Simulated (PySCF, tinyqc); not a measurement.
Inside a calculation. Method: FCI on RHF in the sto-3g basis, frozen core, for HF, spin multiplicity 1. The lowest restricted solution is unstable here: a spin-polarised one lies 0.0040 hartree lower (PySCF). One step of it, computed by the program tinyqc.

Problem. FCI: roots. Diagonalise (each vector has its largest component positive (the first on a tie)); all determinants have Ms = 0, so triplets appear too. The lowest singlet root is the correlation energy.

Occupation strings over the orbitals (2 doubly, a alpha, b beta, 0 empty; spin orbitals ordered 1a 1b 2a 2b ...): 222220 22a22b 2a222b 22b22a 2b222a 222202 222022 220222 2ab222 2ba222 202222

H - E(HF) between determinants (hartree), order 222220, 22a22b, 2a222b, 22b22a, 2b222a, 222202, 222022, 220222, 2ab222, 2ba222, 202222:
```
[[0.000000, 0.000000, 0.000000, 0.000000, 0.000000, 0.028944, 0.028944, 0.234369, -0.035391, 0.035391, 0.091414],
 [0.000000, 0.411964, -0.009159, -0.234369, -0.035391, 0.022519, 0.022519, 0.065577, 0.078682, -0.030912, 0.077831],
 [0.000000, -0.009159, 1.213364, -0.035391, -0.091414, 0.027580, 0.027580, -0.078682, -0.213684, 0.077831, 0.030187],
 [0.000000, -0.234369, -0.035391, 0.411964, -0.009159, -0.022519, -0.022519, -0.065577, -0.030912, 0.078682, -0.077831],
 [0.000000, -0.035391, -0.091414, -0.009159, 1.213364, -0.027580, -0.027580, 0.078682, 0.077831, -0.213684, -0.030187],
 [0.028944, 0.022519, 0.027580, -0.022519, -0.027580, 0.860818, 0.053770, 0.034898, 0.027096, -0.027096, 0.189685],
 [0.028944, 0.022519, 0.027580, -0.022519, -0.027580, 0.053770, 0.860818, 0.034898, 0.027096, -0.027096, 0.189685],
 [0.234369, 0.065577, -0.078682, -0.065577, 0.078682, 0.034898, 0.034898, 0.876090, 0.067087, -0.067087, 0.133522],
 [-0.035391, 0.078682, -0.213684, -0.030912, 0.077831, 0.027096, 0.027096, 0.067087, 1.702440, -0.133522, 0.099198],
 [0.035391, -0.030912, 0.077831, 0.078682, -0.213684, -0.027096, -0.027096, -0.067087, -0.133522, 1.702440, -0.099198],
 [0.091414, 0.077831, 0.030187, -0.077831, -0.030187, 0.189685, 0.189685, 0.133522, 0.099198, -0.099198, 2.698374]]
```

Give: lowest roots of this matrix, relative to E(HF); lowest vectors; <S^2> of these roots; weight of the ground state by excitation level 0, 1, 2, ....

Solution.

lowest roots of this matrix, relative to E(HF) (hartree): [-0.064, 0.174, 0.605, 0.807, 0.836, 0.947, 1.085, 1.200]

lowest vectors, order 222220, 22a22b, 2a222b, 22b22a, 2b222a, 222202, 222022, 220222, 2ab222, 2ba222, 202222:
```
[[0.968, 0.000, -0.092, 0.000],
 [0.022, 0.706, 0.674, 0.000],
 [-0.008, 0.030, -0.077, 0.000],
 [-0.022, 0.706, -0.674, 0.000],
 [0.008, 0.030, 0.077, 0.000],
 [-0.018, 0.000, -0.026, 0.707],
 [-0.018, 0.000, -0.026, -0.707],
 [-0.245, 0.000, -0.244, 0.000],
 [0.026, -0.021, -0.065, 0.000],
 [-0.026, -0.021, 0.065, 0.000],
 [-0.021, 0.000, -0.017, 0.000]]
```

<S^2> of these roots: [0.000, 2.000, 0.000, 0.000, 0.000, 0.000, 2.000, 0.000]

weight of the ground state by excitation level 0, 1, 2, ...: [0.936, 0.001, 0.062]
